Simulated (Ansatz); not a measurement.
Geometry optimisation, Ansatz, RKS PBE/6-31G*.

input.yaml

```yaml
crystal:
  periodic: [false, false, false]
  atoms:
    - { symbol: Si, position_ang: [0.0, 0.0, 0.0] }
    - { symbol: C, position_ang: [0.0, 0.0, 2.22] }
    - { symbol: H, position_ang: [-0.9996, -0.3092, 2.5905] }
    - { symbol: H, position_ang: [0.7676, -0.7111, 2.5905] }
    - { symbol: H, position_ang: [0.232, 1.0203, 2.5905] }
    - { symbol: H, position_ang: [1.3768, 0.0, -0.4862] }
    - { symbol: H, position_ang: [-0.6877, 1.1914, -0.4862] }
    - { symbol: H, position_ang: [-0.6877, -1.1914, -0.4862] }
    - { symbol: "N", position_ang: [-1.9784, 0.3654, 0.6685] }
    - { symbol: H, position_ang: [-2.7932, -0.1358, 0.2118] }
    - { symbol: H, position_ang: [-2.1528, 1.0492, 1.4594] }
    - { symbol: H, position_ang: [-1.2709, 0.2347, 1.7913] }
basis:
  gaussian: { orbitals: "6-31G*" }
hamiltonian:
  xc: pbe
relax:
  f_tol: 0.15
  max_steps: 25
  restrain:
    - { distance: [0, 8], at: 3.02, k: 30.0 }
    - { distance: [11, 1], at: 2.31, k: 30.0 }
    - { distance: [0, 1], at: 1.87, k: 30.0 }
    - { distance: [11, 8], at: 1.06, k: 30.0 }
```

Run as:

```bash
$ ansatz run input.yaml --threads 1 --pin off --max-ram 2048MiB --backend cpu --events-out ev --progress --plain --runs-dir out
```

Task: Where does it end, and by what steps?

Result: The run converged. The restraints hold the end off the free minimum. After 8 steps the energy has fallen by 5.309 eV (the restraints' own energy left out); N9 moved furthest, 0.88 Å. Joined: N9–H12 (1.33 → 1.04 Å).

```json
{"step": "0", "energy less start (eV)": "0.0000", "largest force component (eV/Å)": "3.672", "accepted": "yes"}
{"step": "1", "energy less start (eV)": "-1.0425", "largest force component (eV/Å)": "3.412", "accepted": "yes"}
{"step": "2", "energy less start (eV)": "-1.5322", "largest force component (eV/Å)": "5.097", "accepted": "yes"}
{"step": "3", "energy less start (eV)": "-2.6541", "largest force component (eV/Å)": "4.361", "accepted": "yes"}
{"step": "4", "energy less start (eV)": "-4.0357", "largest force component (eV/Å)": "2.764", "accepted": "yes"}
{"step": "5", "energy less start (eV)": "-4.8857", "largest force component (eV/Å)": "2.003", "accepted": "yes"}
{"step": "6", "energy less start (eV)": "-5.2098", "largest force component (eV/Å)": "0.768", "accepted": "yes"}
{"step": "7", "energy less start (eV)": "-5.2823", "largest force component (eV/Å)": "0.636", "accepted": "yes"}
{"step": "8", "energy less start (eV)": "-5.3086", "largest force component (eV/Å)": "0.660", "accepted": "yes"}
```

```xyz
12
Properties=species:S:1:pos:R:3
Si 0.117 -0.010 0.210
C 0.248 -0.084 2.086
H -0.461 -0.778 2.566
H 1.260 -0.429 2.351
H 0.112 0.907 2.547
H 1.514 -0.167 -0.332
H -0.396 1.287 -0.337
H -0.675 -1.155 -0.353
N -2.743 0.490 1.094
H -2.726 -0.052 0.225
H -2.403 1.431 0.870
H -2.041 0.072 1.737
```

The run took 24 s on 1 thread of Arm Neoverse V1 (shared host), peak memory 0.13 GiB.
